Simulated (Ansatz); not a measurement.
```yaml
crystal:
  periodic: [false, false, false]
  atoms:
    - {symbol: C, position_ang: [1.083538, -2.610838, -0.387160]}
    - {symbol: C, position_ang: [1.825735, -1.211983, -0.635214]}
    - {symbol: C, position_ang: [0.939878, -0.006999, -0.324935]}
    - {symbol: C, position_ang: [0.189261, 0.974614, -0.062475]}
    - {symbol: C, position_ang: [-0.740290, 2.142348, 0.262062]}
    - {symbol: C, position_ang: [-2.185501, 1.666310, 0.765987]}
    - {symbol: H, position_ang: [0.150324, -2.698063, -1.046446]}
    - {symbol: H, position_ang: [1.782467, -3.486467, -0.631775]}
    - {symbol: H, position_ang: [0.752515, -2.706878, 0.705706]}
    - {symbol: H, position_ang: [2.776321, -1.157404, 0.010062]}
    - {symbol: H, position_ang: [2.179161, -1.148760, -1.727948]}
    - {symbol: H, position_ang: [-0.853697, 2.804759, -0.671387]}
    - {symbol: H, position_ang: [-0.248522, 2.804357, 1.063862]}
    - {symbol: H, position_ang: [-2.705833, 1.031642, -0.033768]}
    - {symbol: H, position_ang: [-2.095726, 1.031328, 1.715667]}
    - {symbol: H, position_ang: [-2.849629, 2.572003, 0.997762]}
basis:
  gaussian: {orbitals: aug-pcseg-2}
magnetization: {spin_polarized: true, initial_magnetization: 2}
hamiltonian: {xc: {name: wB97X}}
scf: {lower_state_search: full}
kpoints: {mp_grid: {grid: [2, 2, 2]}}
output: {forces: true}
```

```sh
$ ansatz run in.yaml --threads 2 --pin off --events-out ev --progress --plain --max-ram 32768MiB --backend cuda --devices 0, --max-vram 18GiB
```

It prints (some lines left out):

```
Error: invalid value for `basis.gaussian`: such a run doesn't read kpoints; remove what it names
```

In this input the input holds a key that doesn't belong there. The input was rejected before any iteration.
